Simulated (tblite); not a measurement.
C5H8N (doublet state).
InChI=1S/C5H8N/c1-5-3-2-4-6-5/h4H,2-3H2,1H3

Method: GFN2-xTB as coded in tblite; computed harmonic values from a numerical Hessian at the method's own geometry, unscaled. Errors from tens to a few hundred cm⁻¹ against measured bands are possible. Open shells enter through the occupations alone, without spin polarisation, and single modes of such species can be off by tens of per cent.

Harmonic wavenumbers (cm⁻¹): 87.1, 130.5, 266.5, 312.3, 489.7, 619.1, 626.2, 789.7, 797.1, 883.4, 919.3, 972.2, 986.0, 1005.2, 1057.9, 1071.4, 1161.2, 1162.1, 1208.1, 1253.5, 1276.4, 1375.6, 1388.9, 1443.0, 1454.2, 1457.7, 1462.8, 1502.5, 2924.0, 2940.6, 2956.4, 2959.7, 2967.9, 2982.9, 3060.9, 3145.4.

A = 7592, B = 3345, C = 2426 MHz; mass 82.066 u (most abundant isotopes); point group Cs, symmetry number 1; spin multiplicity 2.

Question: Zero-point energy?

Answer: Half the sum of the wavenumbers: 25549 cm⁻¹ = 305.63 kJ/mol.

Question: Give the ideal-gas entropy at 400 K and 1 bar in the rigid-rotor, harmonic-oscillator model (classical rotation).

Answer: Translation 169.93, rotation 112.70, vibration 77.18, spin (R ln 2) 5.76: S = 365.6 J/(mol K).

Question: And Cp and H(400 K) − H(0)?

Answer: Cp = 133.21 J/(mol K), of which vibrations give 99.95 (their classical limit is 36 R = 299.3); H(400 K) − H(0) = 30.80 kJ/mol without the zero-point energy, 17.50 from vibrations.

Question: Which modes carry the vibrational entropy at 400 K?

Answer: 87.1 cm⁻¹: 18.00; 130.5 cm⁻¹: 14.68; 266.5 cm⁻¹: 8.98; 312.3 cm⁻¹: 7.77; 489.7 cm⁻¹: 4.61; 619.1 cm⁻¹: 3.19 J/(mol K); the other 30 give 19.96 together.

Question: Blend soft modes into free rotors: weight 1/[1 + (100 cm⁻¹/ν̃)⁴] for the oscillator and the rest for a rotor with moment μB/(μ + B), μ = h/(8π²ν), B = 10⁻⁴⁴ kg m². What vibrational entropy results?

Answer: 73.83 J/(mol K) in place of 77.18, which changes −T·S at 400 K by +1.34 kJ/mol.

Question: What must be added to the electronic energy to get the Gibbs energy at 400 K and 1 bar?

Answer: ZPE + [H(400 K) − H(0)] − T·S = 305.63 + 30.80 − 146.23 = 190.20 kJ/mol.

Hindered rotation and anharmonicity are outside this model.
